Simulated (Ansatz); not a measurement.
## Na3MoO4F (Pnma, No. 62; cell taken from a computed entry)

Calculation: r²SCAN (Ansatz, an electronic-structure program, plane waves, PAW).

Numerical settings: plane-wave cutoff 560 eV, 6×6×4 k mesh (along the axes of the cell as run), Fermi–Dirac smearing 0.01 eV, no spin polarisation, scalar-relativistic PAW data made under PBE.

Cell (relaxed with PBEsol):

Space group Pnma (No. 62); a = 5.6066 Å, b = 7.4982 Å, c = 12.8328 Å, α = β = γ = 90.00°

| atom | site | symmetry | x | y | z |
|---|---|---|---|---|---|
| Na | 4c | .m. | 0.2272 | 0.2500 | 0.6063 |
| Na | 8d | 1 | 0.2242 | 0.5399 | 0.3203 |
| Mo | 4c | .m. | 0.2116 | 0.2500 | 0.0842 |
| O | 4c | .m. | 0.1737 | 0.7500 | 0.4560 |
| O | 8d | 1 | 0.3128 | 0.0578 | 0.1506 |
| O | 4c | .m. | 0.3949 | 0.2500 | 0.4207 |
| F | 4c | .m. | 0.0049 | 0.2500 | 0.7692 |

```yaml
band_gap: 5.01 eV
smallest_direct_gap_on_the_k_points_sampled: 5.09 eV
"Γ–Γ gap": 5.16 eV
```

Note: cell and atoms aren't relaxed at this level (largest force component 0.06 eV/Å, pressure -0.6 GPa).

Spin–orbit coupling is not included.

The result took very roughly 17 core-minutes.
